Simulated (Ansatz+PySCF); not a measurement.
Two shapes of singlet CH3N.

Shape 1:

```xyz
5

C     0.0000   -0.0442   -0.5818
N     0.0000   -0.0708    0.6821
H     0.0000    0.8839    1.0583
H     0.0000   -0.9953   -1.1394
H     0.0000    0.8722   -1.2028
```

Shape 2:

```xyz
5

C     0.0000   -0.0406   -0.5353
N     0.0000   -0.0652    0.6275
H     0.0000    0.8132    0.9736
H     0.0000   -0.9157   -1.0482
H     0.0000    0.8024   -1.1065
```

Basis set: def2-SVP (spherical functions). Left uncorrelated: 2 orbitals. Charge 0, multiplicity 1.

Computed with Ansatz (development build ahead of 0.2.0); each method stands on the lowest determinant of its kind that the runs found.

Which shape is lower in energy, and by how much in each method?

| method | E(2) − E(1) (eV) |
| --- | --- |
| RHF | 0.752 |
| UHF | 0.752 |
| RHF-MP2 | 1.075 |
| UHF-MP2 | 1.064 |
| RHF-CCSD | 1.079 |

Shape 1 is lower.
